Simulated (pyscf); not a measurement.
This saddle point was located with ωB97X-D3(BJ)/def2-SVP in PySCF.

```xyz
6

S     -0.9581    -0.6002     2.7340
Ga    -2.0746    -0.1364     0.9077
Cl    -0.9993     0.3206    -1.1052
Cl    -4.2143    -0.1070     0.9815
H      0.2363    -0.4789     2.1202
H     -0.2829     0.6317    -2.4793
```
Charge 0, spin multiplicity 2.

Surface: doublet, charge 0. Lowest wavenumbers (cm⁻¹): 1104i, 53, 70, 111, 256.

Task: What reaction is this the transition state of?

Result: HS–Ga(Cl)–Cl + H atom (H•) ⇌ [HS–Ga–Cl]• + hydrogen chloride (HCl), an atom transfer read from left to right: Cl–Ga broken and Cl–H formed. At ωB97M-D3(BJ)/def2-TZVP it lies +0.60 eV from the left side and +0.89 eV from the right (each side as separated species at their lowest minima found). On the product side the descent ends in a complex (not fully relaxed), 0.25 eV under the separated species and 1.04 eV under the saddle at ωB97X-D3(BJ)/def2-TZVP. At ωB97X-D3(BJ)/def2-TZVP the barrier from the zero used here is 0.71 eV. The same reactants have a lower exit, to •S–Ga(Cl)–Cl + H₂ (barrier +0.15 eV at ωB97M-D3(BJ)/def2-TZVP, against +0.60 eV here). This is the saddle that the search found; another between the same sides may lie lower. The angle at the transferred Cl is 179°. Elements up to Kr have no core potential and no relativistic terms here.
